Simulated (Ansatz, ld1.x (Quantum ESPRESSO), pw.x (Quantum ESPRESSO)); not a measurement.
# pw.x on sc Si: one setting changed

Potential: norm-conserving RRKJ (Kleinman–Bylander form), ld1.x (Quantum ESPRESSO) 7.5, LDA (PW92); core [Ne], reference 3s2 3p2; waves: 3p (bound): rc 1.85 bohr; 3d channel at 0.45 Ry: rc 2.15 bohr; 3s (bound): rc 2.00 bohr; local part: the s channel; core correction: Bessel-smoothed model core inside 1.80 bohr.

The reference run (k-mesh 13³, cutoffs 50/200 Ry, Fermi–Dirac 0.01 Ry, mixing_beta 0.4, conv_thr 1e-9, no spin) gives -0.69 GPa at 15.704 Å³/atom, where all-electron LAPW gives 0.11 GPa. This run, with its own iteration cap, changes k-mesh shift to 1.

```
&control
  calculation='scf', prefix='x', pseudo_dir='./', outdir='./tmp', tstress=.true., disk_io='none'
/
&system
  ibrav=0, nat=1, ntyp=1, ecutwfc=50, ecutrho=200, nbnd=9,
  occupations='smearing', smearing='fd', degauss=0.01
/
&electrons
  conv_thr=1e-09, mixing_beta=0.4, electron_maxstep=60
/
ATOMIC_SPECIES
Si 1.0 Si.UPF
CELL_PARAMETERS angstrom
  2.50420625 0.00000000 0.00000000
  0.00000000 2.50420625 0.00000000
  0.00000000 0.00000000 2.50420625
ATOMIC_POSITIONS crystal
Si 0.0000 0.0000 0.0000
K_POINTS automatic
13 13 13 1 1 1
```

```bash
pw.x < Si.scf.in > Si.scf.out
```

Q: How does the run end?

A: It converges in 5 iterations; the free energy moves by -11.7 meV/atom and the pressure by -0.80 GPa.

```
Message from routine setup:
     using ibrav=0 with symmetry is DISCOURAGED, use correct ibrav instead
     lattice parameter (alat)  =       4.7323  a.u.
     unit-cell volume          =     105.9758 (a.u.)^3
     number of electrons       =         4.00
     number of Kohn-Sham states=            9
     kinetic-energy cutoff     =      50.0000  Ry
     charge density cutoff     =     200.0000  Ry
     scf convergence threshold =      1.0E-09
     Exchange-correlation= PW
     number of k points=    84  Fermi-Dirac smearing, width (Ry)=  0.0100
     iteration #  1     ecut=    50.00 Ry     beta= 0.40
     total energy              =      -8.34853169 Ry
     estimated scf accuracy    <       0.00398809 Ry
     iteration #  2     ecut=    50.00 Ry     beta= 0.40
     total energy              =      -8.34836590 Ry
     estimated scf accuracy    <       0.00140517 Ry
     iteration #  3     ecut=    50.00 Ry     beta= 0.40
     total energy              =      -8.34837685 Ry
     estimated scf accuracy    <       0.00000294 Ry
     iteration #  4     ecut=    50.00 Ry     beta= 0.40
     total energy              =      -8.34837722 Ry
     estimated scf accuracy    <       0.00000001 Ry
     iteration #  5     ecut=    50.00 Ry     beta= 0.40
     the Fermi energy is     8.9195 ev
!    total energy              =      -8.34837723 Ry
     estimated scf accuracy    <          3.3E-10 Ry
     smearing contrib. (-TS)   =      -0.00180603 Ry
     The total energy is F=E-TS. E is the sum of the following terms:
     one-electron contribution =       4.07189263 Ry
     hartree contribution      =       0.12774714 Ry
     xc contribution           =      -2.95317890 Ry
     ewald contribution        =      -9.59303206 Ry
     convergence has been achieved in   5 iterations
          total   stress  (Ry/bohr**3)                   (kbar)     P=      -14.88
     Message from routine punch:
     Nothing written, as per user request (disk_io='none')
```

The run took about 3.8 s on one core of a shared host (Neoverse-V2, 96 threads, 742 GiB, load 75).
